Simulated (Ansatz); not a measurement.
Worked example: HN–CH$_{2}$, triplet against HN–CH2, singlet

Geometry (PBE0/def2-TZVP stationary point of a singlet), kept for both states (HN–CH2, singlet: A'; HN–CH2, triplet: A''):

```yaml
atoms:
  - { symbol: N, position_ang: [0.0000, -0.1232, -0.6250] }
  - { symbol: C, position_ang: [0.0000, 0.0600, 0.6223] }
  - { symbol: H, position_ang: [0.0000, -0.8099, 1.2818] }
  - { symbol: H, position_ang: [0.0000, 1.0402, 1.1129] }
  - { symbol: H, position_ang: [0.0000, 0.7666, -1.1253] }
```

Basis cc-pVDZ; Ansatz 0.2.0. Correlated methods freeze the noble-gas cores. R marks a restricted (for open shells ROHF) determinant, U an unrestricted one.

Full CI isn't at hand for all of this; UCCSDT(Q) serves as the reference, and is uncertain by about the last step of the cluster series.

```
    level  E(HN–CH2, singlet) (hartree)  E(HN–CH2, triplet) (hartree)
      UHF                    -94.039400                    -93.898943
     UMP2                    -94.340116                    -94.159414
 UCCSD(T)                    -94.373897                    -94.197743
      PBE                    -94.508336                    -94.347428
   r2SCAN                    -94.572736                    -94.417188
UCCSDT(Q)                    -94.375238                    -94.199100
```

Q: Give the vertical gap, HN–CH2 triplet less HN–CH2 singlet, at each level in eV (1 hartree = 27.2114 eV), and each error against UCCSDT(Q).

A: UCCSDT(Q): (-94.199100 − (-94.375238)) × 27.2114 = 4.793 eV (the reference)
r2SCAN: (-94.417188 − (-94.572736)) × 27.2114 = 4.233 eV, error -0.560 eV
PBE: (-94.347428 − (-94.508336)) × 27.2114 = 4.379 eV, error -0.414 eV
UCCSD(T): (-94.197743 − (-94.373897)) × 27.2114 = 4.793 eV, error 0.000 eV
UMP2: (-94.159414 − (-94.340116)) × 27.2114 = 4.917 eV, error 0.124 eV
UHF: (-93.898943 − (-94.039400)) × 27.2114 = 3.822 eV, error -0.971 eV

Total energies of functionals can't be set beside those of wave-function methods, since they hold the core's correlation and their own absolute errors; only the differences compare.

In so small a basis the reference is far from its limit while semilocal and hybrid functionals are nearer theirs, so the functionals' errors here hold much of the reference's basis and frozen-core error, which can add to them or hide them.

Each level lands on the state that its own search finds. T1 diagnostics of restricted CCSD: 0.011 and 0.029.
